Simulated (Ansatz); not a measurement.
```yaml
crystal:
  periodic: [false, false, false]
  atoms:
    - {symbol: Cl, position_ang: [-1.614131, -0.121653, -0.000923]}
    - {symbol: B, position_ang: [0.002079, 0.660220, 0.002168]}
    - {symbol: Cl, position_ang: [1.613333, -0.131818, 0.000091]}
    - {symbol: H, position_ang: [0.005774, 1.834087, 0.006023]}
basis:
  gaussian: {orbitals: def2-TZVP}
magnetization: {spin_polarized: true, initial_magnetization: 2}
hamiltonian: {xc: pbe0}
relax: {f_tol: 0.004, max_steps: 80}
```

```sh
$ ansatz run in.yaml --threads 1 --pin off --events-out ev --progress --plain --max-ram 2176MiB
```

Steps of the relaxation (energy above the last step; positions in Å, forces in eV/Å):

```
4
step 1, 215.0 meV
Cl   -1.614   -0.122   -0.001    0.483    0.659    0.002
B     0.002    0.660    0.002   -0.009   -2.743   -0.009
Cl    1.613   -0.132    0.000   -0.479    0.662    0.002
H     0.006    1.834    0.006    0.004    1.423    0.005
```

```
4
step 2, 92.2 meV
Cl   -1.644   -0.082   -0.001    0.571    0.476    0.002
B     0.002    0.600    0.002   -0.005   -1.647   -0.005
Cl    1.644   -0.092    0.000   -0.568    0.480    0.001
H     0.006    1.814    0.006    0.002    0.691    0.002
```

```
4
step 3, 57.8 meV
Cl   -1.610   -0.009   -0.001   -1.226   -0.318   -0.001
B     0.002    0.502    0.002    0.001    0.417    0.001
Cl    1.610   -0.019    0.000    1.224   -0.326   -0.001
H     0.006    1.767    0.006    0.001    0.226    0.001
```

```
4
step 4, 0.1 meV
Cl   -1.660   -0.008   -0.001    0.017   -0.002    0.000
B     0.002    0.498    0.002    0.000   -0.052    0.000
Cl    1.660   -0.018    0.000   -0.017   -0.002    0.000
H     0.006    1.769    0.006    0.000    0.056    0.000
```

```
4
step 6, 0.0 meV
Cl   -1.659   -0.010   -0.001   -0.001   -0.001    0.000
B     0.002    0.498    0.002    0.000    0.001    0.000
Cl    1.659   -0.020    0.000    0.001   -0.001    0.000
H     0.006    1.773    0.006    0.000    0.001    0.000
```

Close pairs at the end: B2–H4 1.274 Å, B2–Cl3 1.737 Å, Cl1–B2 1.737 Å.

A stationary point of unrestricted PBE0 after 6 steps, with ⟨S²⟩ = 2.008 against 2.00 for a pure state; no frequencies were run, so it isn't proven a minimum. 57 s on 1 thread of Arm Neoverse N1, shared host.
